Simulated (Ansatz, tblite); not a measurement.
**SiH2MeEt (C₃H₁₀Si): rung by rung**

Aim: run the singlet of SiH2MeEt (C₃H₁₀Si) at one geometry on many levels, and compare frontier levels, spin and run time.

Computed with Ansatz 0.2.0, Gaussian basis. Level: as each input shows.

The runs, in order: GFN1-xTB, GFN2-xTB, PBE-D4/def2-TZVP, r2SCAN-D4/def2-TZVP, PBE-QIDH/def2-TZVP, r2SCAN0-D4/def2-TZVP, BLYP-D4/def2-TZVP, LC-ωPBE/def2-TZVP, LDA/def2-TZVP, r2SCANh-D4/def2-TZVP, B97M-V/def2-TZVP, PBE-D4/def2-SVP, PBE0-D4/def2-SVP, HF/STO-3G, PBE0-D4/def2-TZVPD, PBE-D4/def2-TZVPD, r2SCAN-D4/def2-TZVPD, CCSD(T)/def2-TZVP, RPA/def2-TZVP.

## (1) The structure

The geometry is that of the singlet, from an earlier relaxation (PBE-D4/def2-SVP).

14 atoms, charge 0, spin multiplicity 1.

Bond lengths: Si1–H2 1.510 Å, Si1–H3 1.510 Å, Si1–C4 1.892 Å, Si1–C8 1.900 Å, C4–H5 1.109 Å, C4–H6 1.109 Å, C4–H7 1.109 Å, C8–C9 1.535 Å, C8–H10 1.113 Å, C8–H11 1.113 Å, C9–H12 1.110 Å, C9–H13 1.110 Å, C9–H14 1.110 Å. Angles: H2–Si1–H3 107.2°, H2–Si1–C4 109.8°, H2–Si1–C8 109.3°, H3–Si1–C4 109.8°, H3–Si1–C8 109.2°, C4–Si1–C8 111.5°, Si1–C4–H5 110.9°, Si1–C4–H6 110.9°, Si1–C4–H7 111.1°, H5–C4–H6 108.0°, H5–C4–H7 107.9°, H6–C4–H7 107.9°, Si1–C8–C9 114.5°, Si1–C8–H10 107.7°, Si1–C8–H11 107.6°, C9–C8–H10 110.5°, C9–C8–H11 110.6°, H10–C8–H11 105.6° and more.

Coordinates:

| atom | x (Å) | y (Å) | z (Å) |
| --- | --- | --- | --- |
| Si1 | 0.45711 | 0.72124 | 0.33943 |
| H2 | 0.51538 | 0.70044 | 1.84855 |
| H3 | 1.88149 | 0.75661 | -0.16176 |
| C4 | -0.46526 | 2.26641 | -0.24512 |
| H5 | -1.50959 | 2.26988 | 0.12872 |
| H6 | -0.49831 | 2.31194 | -1.35295 |
| H7 | 0.03003 | 3.18918 | 0.11901 |
| C8 | -0.38436 | -0.86660 | -0.27703 |
| C9 | 0.32306 | -2.16325 | 0.13894 |
| H10 | -0.45872 | -0.80059 | -1.38540 |
| H11 | -1.43365 | -0.85764 | 0.09355 |
| H12 | -0.20427 | -3.06353 | -0.23997 |
| H13 | 1.36223 | -2.20425 | -0.24896 |
| H14 | 0.38482 | -2.25981 | 1.24300 |

PBE0-D4/def2-TZVP was run before; its log isn't repeated, and its numbers join the tables.

## (2) GFN1-xTB

Tight binding, by tblite at 300 K electronic temperature and without a spin-polarisation term:

```python
tblite.interface.Calculator('GFN1-xTB', numbers, positions, charge=0, uhf=0).singlepoint()
```

Energy -369.7290 eV, HOMO -11.64 eV, LUMO -4.92 eV; 0.007 s.

## (3) GFN2-xTB

Tight binding, by tblite at 300 K electronic temperature and without a spin-polarisation term:

```python
tblite.interface.Calculator('GFN2-xTB', numbers, positions, charge=0, uhf=0).singlepoint()
```

Energy -360.0898 eV, HOMO -10.58 eV, LUMO -4.46 eV; 0.004 s.

## (4) PBE-D4/def2-TZVP

start.molden holds the orbitals of an earlier run on this state, given as this run's starting guess.

in.yaml reads:

```yaml
crystal:
  periodic: [false, false, false]
  atoms:
    - {symbol: Si, position_ang: [0.457115, 0.721239, 0.339432]}
    - {symbol: H, position_ang: [0.515376, 0.700435, 1.848549]}
    - {symbol: H, position_ang: [1.881492, 0.756606, -0.161760]}
    - {symbol: C, position_ang: [-0.465264, 2.266411, -0.245121]}
    - {symbol: H, position_ang: [-1.509593, 2.269879, 0.128720]}
    - {symbol: H, position_ang: [-0.498308, 2.311936, -1.352946]}
    - {symbol: H, position_ang: [0.030029, 3.189175, 0.119011]}
    - {symbol: C, position_ang: [-0.384356, -0.866598, -0.277025]}
    - {symbol: C, position_ang: [0.323065, -2.163253, 0.138940]}
    - {symbol: H, position_ang: [-0.458724, -0.800590, -1.385405]}
    - {symbol: H, position_ang: [-1.433649, -0.857644, 0.093550]}
    - {symbol: H, position_ang: [-0.204268, -3.063529, -0.239974]}
    - {symbol: H, position_ang: [1.362232, -2.204250, -0.248956]}
    - {symbol: H, position_ang: [0.384823, -2.259809, 1.242996]}
basis:
  gaussian: {orbitals: def2-TZVP, initial_orbitals: start.molden}
hamiltonian: {xc: pbe, dispersion: d4}
scf: {omitted_lower_state_checks: [starts]}
output: {orbitals: {seedname: orbitals}}
```

The run is started by

```
> ansatz run in.yaml --threads 4 --pin off --events-out ev --progress --plain --max-ram 3916MiB
```

After this run come: r2SCAN-D4/def2-TZVP; PBE-QIDH/def2-TZVP; r2SCAN0-D4/def2-TZVP; BLYP-D4/def2-TZVP; LC-ωPBE/def2-TZVP; LDA/def2-TZVP; r2SCANh-D4/def2-TZVP; B97M-V/def2-TZVP; PBE-D4/def2-SVP; PBE0-D4/def2-SVP; HF/STO-3G; PBE0-D4/def2-TZVPD; PBE-D4/def2-TZVPD; r2SCAN-D4/def2-TZVPD; CCSD(T)/def2-TZVP; RPA/def2-TZVP.

Q: Predict the results of all the runs planned. Wanted: gap in def2-TZVP, named functionals, smallest and largest; correlation energy, CCSD(T)/def2-TZVP; binding an atom, CCSD(T)/def2-TZVP; PBE0 total energy, smallest basis above largest.

The runs gave:

```
                                                 quantity                              value
gap in def2-TZVP, named functionals, smallest and largest  6.91 eV (LDA), 13.88 eV (LC-ωPBE)
                    correlation energy, CCSD(T)/def2-TZVP                          -19.83 eV
                       binding an atom, CCSD(T)/def2-TZVP                           3.659 eV
          PBE0 total energy, smallest basis above largest     6.24 eV (def2-SVP, def2-TZVPD)
```

**Reading.** Over the named functionals in def2-TZVP the gap runs from 6.91 eV (LDA) to 13.88 eV (LC-ωPBE); exact exchange widens it. A small miss in a minimal or small basis is a cancelling of errors, not accuracy. The functionals in def2-TZVP miss CCSD(T)/def2-TZVP by +0.096 (BLYP-D4) to +0.561 eV (LDA) an atom. CCSD(T)/def2-TZVP isn't at the basis-set limit; small misses against it rank nothing.
